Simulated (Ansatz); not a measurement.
## Si2NH6 (SMILES N[SiH][SiH3]): the energy, rung by rung

Si2NH6 has 9 atoms, charge 0, and is taken as a doublet. SMILES: `N[SiH][SiH3]`. Geometry: optimised at B3LYP/def2-SVP. This is one conformer, not always the lowest.

Quantity: the adiabatic electron affinity (to the singlet anion, shapes relaxed at B3LYP/def2-SVP, no zero-point term), in eV. The values are calculated.

The electron affinity is E(neutral) − E(anion): positive where the electron is bound.

```json
{"level": "UHF/def2-TZVP", "kind": "Hartree–Fock", "program": "Ansatz", "value (eV)": "0.04", "less CCSD(T)/def2-TZVP": "-1.10"}
{"level": "UPBE/def2-TZVP", "kind": "GGA", "program": "Ansatz", "value (eV)": "1.18", "less CCSD(T)/def2-TZVP": "+0.04"}
{"level": "U-r2SCAN/def2-TZVP", "kind": "meta-GGA", "program": "Ansatz", "value (eV)": "1.07", "less CCSD(T)/def2-TZVP": "-0.07"}
{"level": "UB3LYP/def2-TZVP", "kind": "global hybrid", "program": "Ansatz", "value (eV)": "1.20", "less CCSD(T)/def2-TZVP": "+0.06"}
{"level": "U-wB97M-V/def2-TZVP", "kind": "range-separated hybrid", "program": "Ansatz", "value (eV)": "1.29", "less CCSD(T)/def2-TZVP": "+0.15"}
{"level": "UMP2/def2-TZVP", "kind": "perturbation theory", "program": "Ansatz", "value (eV)": "1.05", "less CCSD(T)/def2-TZVP": "-0.09"}
{"level": "UCCSD(T)/def2-TZVP", "kind": "coupled cluster or CI", "program": "Ansatz", "value (eV)": "1.14", "less CCSD(T)/def2-TZVP": "0.00"}
```

UCCSD(T)/def2-TZVP is the highest level here, not the true value. The values span 0.04 to 1.29 eV.
